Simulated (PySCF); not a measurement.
## One molecule, many functionals

Compound: sulfuryl fluoride, F2O2S.
SMILES: `O=S(=O)(F)F`

Linear-response calculations in the def2-SVPD basis (PySCF; singlets by full response, triplets Tamm–Dancoff, core orbitals frozen in the response; HF means time-dependent Hartree–Fock). 'Strongest' is the level of largest summed f among the singlets computed (10 roots, of which the last may lack a degenerate partner); it can jump between rows when another state enters that window. S1 is the lowest singlet of each run and needn't be the same state throughout; f(S1) is that of one state. Geometry: PBE0-D3(BJ)/def2-SVP; no solvent, vibrations or thermal averaging.

| functional | kind | S1 (eV) | f(S1) | strongest (eV) | T1 (eV) | HOMO (eV) | gap (eV) | ionisation energy, ΔSCF (eV) |
| --- | --- | --- | --- | --- | --- | --- | --- | --- |
| LDA | LDA | 7.02 | 0.001 | 8.90 | 6.66 | -9.31 | 6.83 | 13.34 |
| PBE | GGA | 7.03 | 0.001 | 8.88 | 6.64 | -9.07 | 6.87 | 13.01 |
| B3LYP | global hybrid, 20% exact exchange | 7.64 | 0.002 | 9.52 | 7.17 | -10.58 | 9.12 | 13.47 |
| PBE0 | global hybrid, 25% exact exchange | 7.93 | 0.002 | 9.83 | 7.41 | -10.87 | 9.81 | 13.48 |
| BHandHLYP | global hybrid, 50% exact exchange | 8.61 | 0.004 | 10.50 | 8.00 | -12.60 | 12.44 | 13.69 |
| CAM-B3LYP | range-separated hybrid | 7.98 | 0.002 | 9.91 | 7.45 | -12.37 | 12.17 | 13.70 |
| wB97X-D | range-separated hybrid | 8.07 | 0.002 | 10.91 | 7.58 | -12.81 | 13.51 | 13.62 |
| LC-wPBE | range-separated hybrid | 8.37 | 0.002 | 11.11 | 7.77 | -13.69 | 14.71 | 13.86 |
| HF | Hartree–Fock | 10.02 | 0.008 | 11.56 | 9.16 | -15.37 | 17.03 | not settled |

S1 runs from 7.02 eV (LDA) to 10.02 eV (HF), a spread of 3.00 eV, while the orbital gap spreads over 10.2 eV. Along PBE (0%), B3LYP (20%), PBE0 (25%), BHandHLYP (50%), HF (100%) S1 rises with the share of exact exchange. −ε(HOMO) comes closest to its own ΔSCF ionisation energy with LC-wPBE (-0.17 eV) and misses most with LDA (-4.03 eV). 'Not settled' means that the ion's SCF failed to converge or may have ended in another state than the lowest.
